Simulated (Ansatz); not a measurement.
# C2H5O2: harmonic frequencies at the relaxed geometry from a Python script

At which frequencies does C2H5O2 vibrate? A script is to give harmonic frequencies at the relaxed geometry; the system is C2H5O2.

Computed with Ansatz 0.2.0 through its Python package. Level of theory: B3LYP/def2-SVP.

## Step 1: The structure

Bond lengths: O1–C2 1.402 Å, C2–C3 1.526 Å, C3–O4 1.396 Å, O1–H5 0.993 Å, C2–H6 1.114 Å, C2–H7 1.111 Å, C3–H8 1.110 Å, C3–H9 1.111 Å. Angles: O1–C2–C3 110.6°, O1–C2–H6 110.4°, O1–C2–H7 108.8°, C3–C2–H6 109.8°, C3–C2–H7 109.3°, H6–C2–H7 107.8°, C2–O1–H5 106.6°, C2–C3–O4 110.1°, C2–C3–H8 109.5°, C2–C3–H9 110.1°, O4–C3–H8 109.1°, O4–C3–H9 109.3°, H8–C3–H9 108.7°.

The script holds or builds the structure itself.

## Step 2: The script

Input file freq_c2h5o2.py:

```python
# -*- coding: utf-8 -*-
"""Harmonic frequencies of C2H5O2 at its relaxed geometry."""

import itertools
import warnings

import ansatz as az
from ase.data import atomic_numbers, covalent_radii
import numpy as np

warnings.simplefilter("ignore", az.DeckWarning)

geometry_ang = [
    ("O", [-1.5053, 0.2836, 0.3441]),
    ("C", [-0.4228, -0.5291, -0.0213]),
    ("C", [0.884, 0.2564, 0.0435]),
    ("O", [1.1037, 0.7146, 1.3434]),
    ("H", [-1.691, 0.8748, -0.4317]),
    ("H", [-0.5697, -0.9325, -1.0489]),
    ("H", [-0.3688, -1.3905, 0.6779]),
    ("H", [1.7274, -0.4002, -0.2574]),
    ("H", [0.8424, 1.1231, -0.6497]),
]
c2h5o2 = az.Crystal.molecule()
for symbol, xyz in geometry_ang:
    c2h5o2 = c2h5o2.atom(symbol, xyz)

calc = c2h5o2.calculation()
calc = calc.basis(gaussian="def2-SVP")
calc = calc.functional("b3lyp")
calc = calc.spin("collinear", total=1)
symbols = [site.symbol for site in c2h5o2.cartesian_sites]
start = np.array([site.position_ang for site in c2h5o2.cartesian_sites], dtype=float)
r = calc.relax(force_tolerance=0.003, max_steps=100).run().report
end = np.array(r["positions_ang"])

# pairs closer than 1.2 times the sum of covalent radii, before or after
radius = [covalent_radii[atomic_numbers[s]] for s in symbols]
span = lambda where, i, j: np.linalg.norm(where[i] - where[j])
bonded = [(i, j) for i, j in itertools.combinations(range(len(symbols)), 2) if min(span(start, i, j), span(end, i, j)) < 1.2 * (radius[i] + radius[j])]
print("pair        before    after (A)")
for i, j in bonded:
    print(f"{symbols[i]}{i}-{symbols[j]}{j}".ljust(10), f"{span(start, i, j):8.4f} {span(end, i, j):8.4f}")

# frequencies need a stationary point, so they are taken at the relaxed geometry
minimum = az.Crystal.molecule()
for symbol, place in zip(symbols, end):
    minimum = minimum.atom(symbol, place.tolist())
vibrating = (
    minimum.calculation()
    .basis(gaussian="def2-SVP")  # atom-centred Gaussian functions
    .functional("b3lyp")
    .spin("collinear", total=1)  # spin-polarised run
    .phonons(temperatures=(298.15, 498.15, 100))
)
vib = vibrating.run().report["vibrations"]
sums = vib["harmonic_sums"]
modes = [m["omega_inv_cm"] for m in sums["modes_at_gamma"] if m["rigid_motion"] == "no"]
print("frequencies (1/cm):", " ".join(f"{w:.0f}" for w in modes))
print("imaginary modes:", sum(w < 0 for w in modes), " zero-point energy:", round(sums["zero_point_energy_ev"], 4), "eV")
print("T (K)   F_vib (eV)   S_vib (meV/K)   C_vib (meV/K)")
for row in zip(sums["temperatures_k"], sums["vibrational_free_energy_ev"], vib["entropy_ev_per_k"], vib["heat_capacity_ev_per_k"]):
    print(f"{row[0]:6.1f} {row[1]:11.4f} {1000 * row[2]:13.4f} {1000 * row[3]:15.4f}")
```

## Step 3: The input behind the calls

The engine receives this input (first run):

```yaml
crystal:
  periodic: [false, false, false]
  atoms:
    - { symbol: O, position_ang: [-1.5053, 0.2836, 0.3441] }
    - { symbol: C, position_ang: [-0.4228, -0.5291, -0.0213] }
    - { symbol: C, position_ang: [0.884, 0.2564, 0.0435] }
    - { symbol: O, position_ang: [1.1037, 0.7146, 1.3434] }
    - { symbol: H, position_ang: [-1.691, 0.8748, -0.4317] }
    - { symbol: H, position_ang: [-0.5697, -0.9325, -1.0489] }
    - { symbol: H, position_ang: [-0.3688, -1.3905, 0.6779] }
    - { symbol: H, position_ang: [1.7274, -0.4002, -0.2574] }
    - { symbol: H, position_ang: [0.8424, 1.1231, -0.6497] }
basis:
  gaussian:
    orbitals: def2-SVP
hamiltonian:
  xc: b3lyp
magnetization:
  spin_polarized: true
  initial_magnetization: 1.0
relax:
  f_tol: 0.003
  max_steps: 100
```

## Step 4: The run

Run with:

```sh
python freq_c2h5o2.py
```

Q: Predict the main results. Wanted: moves of the relaxation of run 1; energy gained in run 1; last largest force component of run 1; highest frequency; imaginary modes; zero-point energy.

As calculated:

| quantity | value |
| --- | --- |
| runs compared | 2 |
| moves of the relaxation of run 1 | 8 |
| energy gained in run 1 | 0.109 eV |
| last largest force component of run 1 | 0.0008 eV/Å |
| highest frequency | 3806 cm⁻¹ |
| imaginary modes | 0 |
| zero-point energy | 1.912 eV |

What this shows: Run 1: After 8 moves the largest shift is 0.128 Å, of atom 4 (O). All frequencies are real, so the geometry is a minimum. The values are harmonic; measured fundamentals also hold anharmonic shifts, mostly downward for stretches. What to keep in mind:
- The frequencies are harmonic and unscaled, in a modest basis. The result belongs to the one conformer reached from this start, and soft torsions count as harmonic oscillators.
- The species is open-shell (spin multiplicity 2).
- b3lyp holds the VWN-RPA fit, as in Gaussian; the form of ORCA and Turbomole is b3lyp5.
